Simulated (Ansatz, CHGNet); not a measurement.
For rock-salt PbSe, the machine-learned potential CHGNet-r²SCAN (trained on r²SCAN data) gives:

```
Property                       Result
---------------------  --------------
lattice constant a            6.182 Å
enthalpy of formation  -0.678 eV/atom
```

Question: What does r²SCAN+rVV10 (Ansatz, a quantum-chemistry and plane-wave program, plane waves, PAW) give for the same quantities?

Answer: 
- lattice constant a: 6.141 Å (falls by 0.7 %)
- formation enthalpy: -0.668 eV/atom (moves by +0.010 eV/atom)

For comparison: lattice constant a 6.105 Å (measured, 120 K, not corrected to a static lattice; as tabulated in Noda, Masumoto, Ohba, Saito, Toriumi, Iwata, Shibuya, Acta Cryst. C 43, 1443 …); formation enthalpy -0.518 ± 0.01 eV/atom (measured, 298 K, copied from a table, unchecked, no zero-point or thermal correction, our sources range from -0.533 to -0.518; as tabulated in Wang et al. (2021), doi:10.1038/s41598-021-94550-5).

Changes are worked out from the printed values.

Unless a cell is named, each level is at its own relaxed cell (CHGNet-r²SCAN 29.53, r²SCAN+rVV10 28.95 Å³/atom).

Levels without +SOC leave out spin–orbit coupling, which shifts energies and cells of such heavy elements.

Ansatz's density-functional and Hartree–Fock values are scalar-relativistic unless marked +SOC, with PAW data made under PBE.
